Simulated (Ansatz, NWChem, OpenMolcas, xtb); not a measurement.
Worked example: NaF + BH2(NH2) → NaNH2 + BH2F

Species: NaF, singlet; BH2(NH2), singlet; NaNH2 `[NH2][Na]`, singlet; BH2F `BF`, singlet. The partners trade F for NH2: Na–F and B–NH2 bonds give way to Na–NH2 and B–F.

Shapes, held fixed at every level: PBE0-D4/def2-TZVP. Programs: Ansatz 0.2.0, NWChem 7.3.0, OpenMolcas 26.06, xtb 6.7.1. A level may come from different programs for different species; with the same settings they agree closely. The zero-point and thermal change to 298 K, harmonic and unscaled (PBE0-D4/def2-TZVP), is -9.6 kJ/mol.

At CCSD(T)/def2-TZVPP; 1 Eh = 2625.50 kJ/mol:

```
 species  energy (Eh)
     NaF  -261.818250
BH2(NH2)   -81.891559
   NaNH2  -217.894701
    BH2F  -125.759518
```

**Question.** Work out ΔH(298 K) of the reaction at this level.

**Answer.** 
1. Products less reactants: (-217.894701) + (-125.759518) − [(-261.818250) + (-81.891559)] = 0.055590 Eh = +146.0 kJ/mol.
2. With the thermal change: +146.0 + (-9.6) = +136.4 kJ/mol.

Other levels give +120.7 (B3LYP/6-31G* (Cartesian functions)) to +147.3 kJ/mol (PBE0-D4/def2-TZVPP). No measured value is set beside it here. Correlated rows may include outer-core shells of Na, which these sets cover unevenly.
